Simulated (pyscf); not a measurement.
PH₂• + GeH₄ → H₂P–GeH₃ + H• (substitution at Ge; doublet surface; Ge–H broken, Ge–P formed). Single points on ωB97X-D3(BJ)/def2-SVP structures (PySCF, gas phase). MP2 and CC: frozen core, UHF for open shells. ΔMP2 is the change of the MP2 total energy from the triple- to the quadruple-zeta basis. Energies in kcal/mol from the separated reactants.

```
level                             barrier  reaction energy
--------------------------------  -------  ---------------
ωB97X-D3(BJ)/def2-TZVP               23.9            +16.3
r²SCAN/def2-TZVP                     22.4            +21.5
B3LYP-D3(BJ)/def2-TZVP               25.3            +22.8
M06-2X/def2-TZVP                     26.1            +19.8
MP2/def2-QZVPP                          ?            +16.7
CCSD(T)/def2-TZVPP                   29.5            +22.3
CCSD(T)/def2-TZVPP + ΔMP2(QZVPP)        ?                ?
```

Task: Some entries are withheld; supply them.

Result: 
- MP2/def2-QZVPP, barrier: 27.9
- CCSD(T)/def2-TZVPP + ΔMP2(QZVPP), barrier: 28.6
- CCSD(T)/def2-TZVPP + ΔMP2(QZVPP), reaction energy: +21.7

This is the saddle that the search found; another between the same sides may lie lower. The angle at the attacked Ge is 70° (front-side attack). The CCSD(T) − MP2 part came from Ansatz, without density fitting, on the same reference. The frozen core leaves the outer d or s,p core shells of the metals and heavy elements correlated in the MP2 and CC values, and def2-TZVPP describes them poorly, which can shift differences by a few kcal/mol. Elements up to Kr have no core potential and no relativistic terms here.
